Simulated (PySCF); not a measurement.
# Relaxation of doublet P₃

All numbers come from PySCF, UPBE0, basis P def2-TZVP (no relativity, density fitting). A (50,194) grid was used.

A hand-made linear chain start, of D∞h symmetry, held to at least that symmetry:

```xyz
3
charge 0 multiplicity 2, angstrom
P     0.0000    0.0000    0.0000
P     0.0000    0.0000    2.1090
P     0.0000    0.0000   -2.1090
```

Optimiser trace:
```json
{"step": "0", "E − E(last) (kJ/mol)": "58.18", "largest gradient (Eh/bohr)": "0.06237"}
{"step": "1", "E − E(last) (kJ/mol)": "1.06", "largest gradient (Eh/bohr)": "0.01066"}
{"step": "2", "E − E(last) (kJ/mol)": "0.27", "largest gradient (Eh/bohr)": "0.00566"}
{"step": "3", "E − E(last) (kJ/mol)": "0.00", "largest gradient (Eh/bohr)": "0.00027"}
{"step": "4", "E − E(last) (kJ/mol)": "0.00", "largest gradient (Eh/bohr)": "0.00001"}
```

It ends at D∞h with P–P 1.945 Å (×2); P–P–P 180.0°. A frequency run shows a minimum. Other isomers or separated fragments may lie lower.

Final geometry:
Z-matrix (Å, degrees; charge 0 multiplicity 2):
```
P
P  1 1.9449
P  1 1.9449 2 180.00
```

The relaxation took 4.9 s on 4 threads of a shared Arm Neoverse V2 host, with 111 basis functions and 5 gradients; the process peaked at 0.54 GiB.
